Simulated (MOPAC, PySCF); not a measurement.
CH₄O, SMILES `CO`, neutral singlet in the gas phase. 

Z-matrix (Å, degrees):
```
C
H 1 1.1091
O 1 1.4105 2 107.53
H 3 0.9735 1 107.34 2 -180.00
H 1 1.1183 2 107.02 3 -122.52
H 1 1.1183 2 107.02 5 -114.96
```
Charge 0, spin multiplicity 1.

All levels are single points at this geometry (PBE-D3(BJ)/def2-SVP); Pople sets use spherical d functions. Orbital energies aren't observables, and empty levels follow the basis.

```json
[
 {"level": "PBE-D3(BJ)/def2-TZVP in PySCF", "HOMO (eV)": "-6.19", "LUMO (eV)": "0.15", "gap (eV)": "6.34", "dipole (D)": "1.60", "vertical IE, Delta-SCF (eV)": "–"},
 {"level": "TPSSh-D3(BJ)/def2-TZVP in PySCF", "HOMO (eV)": "-7.00", "LUMO (eV)": "0.75", "gap (eV)": "7.75", "dipole (D)": "1.64", "vertical IE, Delta-SCF (eV)": "–"},
 {"level": "B3LYP/3-21G in PySCF", "HOMO (eV)": "-6.72", "LUMO (eV)": "2.76", "gap (eV)": "9.48", "dipole (D)": "1.77", "vertical IE, Delta-SCF (eV)": "–"},
 {"level": "B3LYP/6-31G* in PySCF", "HOMO (eV)": "-7.22", "LUMO (eV)": "2.05", "gap (eV)": "9.27", "dipole (D)": "1.66", "vertical IE, Delta-SCF (eV)": "10.64"},
 {"level": "BP86/6-31G* in PySCF", "HOMO (eV)": "-5.82", "LUMO (eV)": "1.43", "gap (eV)": "7.25", "dipole (D)": "1.60", "vertical IE, Delta-SCF (eV)": "–"},
 {"level": "M06-2X/6-31G* in PySCF", "HOMO (eV)": "-9.25", "LUMO (eV)": "3.38", "gap (eV)": "12.64", "dipole (D)": "1.74", "vertical IE, Delta-SCF (eV)": "–"},
 {"level": "PBE/6-31G* in PySCF", "HOMO (eV)": "-5.68", "LUMO (eV)": "1.39", "gap (eV)": "7.08", "dipole (D)": "1.59", "vertical IE, Delta-SCF (eV)": "10.39"},
 {"level": "SVWN5/6-31G* in PySCF", "HOMO (eV)": "-5.74", "LUMO (eV)": "1.25", "gap (eV)": "6.98", "dipole (D)": "1.65", "vertical IE, Delta-SCF (eV)": "10.53"},
 {"level": "HF/6-31G* in PySCF", "HOMO (eV)": "-12.07", "LUMO (eV)": "6.08", "gap (eV)": "18.15", "dipole (D)": "1.89", "vertical IE, Delta-SCF (eV)": "9.68"},
 {"level": "HF/STO-3G in PySCF", "HOMO (eV)": "-9.70", "LUMO (eV)": "15.92", "gap (eV)": "25.62", "dipole (D)": "1.47", "vertical IE, Delta-SCF (eV)": "–"},
 {"level": "AM1 in MOPAC", "HOMO (eV)": "-11.14", "LUMO (eV)": "3.69", "gap (eV)": "14.84", "dipole (D)": "1.62", "vertical IE, Delta-SCF (eV)": "–"},
 {"level": "PM3 in MOPAC", "HOMO (eV)": "-11.15", "LUMO (eV)": "3.33", "gap (eV)": "14.48", "dipole (D)": "1.50", "vertical IE, Delta-SCF (eV)": "–"},
 {"level": "PM7 in MOPAC", "HOMO (eV)": "-10.67", "LUMO (eV)": "3.00", "gap (eV)": "13.67", "dipole (D)": "2.00", "vertical IE, Delta-SCF (eV)": "–"}
]
```
